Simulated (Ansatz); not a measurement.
fcc Ni, treated with LDA (PAW; Ansatz, a program for electronic structure).

Numerical settings: plane-wave cutoff 500 eV, 10×22×1 k mesh (along the axes of the cell as run), Fermi–Dirac smearing 0.1 eV, scalar-relativistic PAW data made under PBE.

What does this level give for the surface energy of the (211) face and work function of the (211) face?


- surface energy of the (211) face: 2.92 J/m²
- work function of the (211) face: 5.19 eV

The slab of 24 atoms is relaxed and unreconstructed.

Static lattice: no zero-point or thermal effects.

It cost around 7 core-hours (rough) of CPU time.
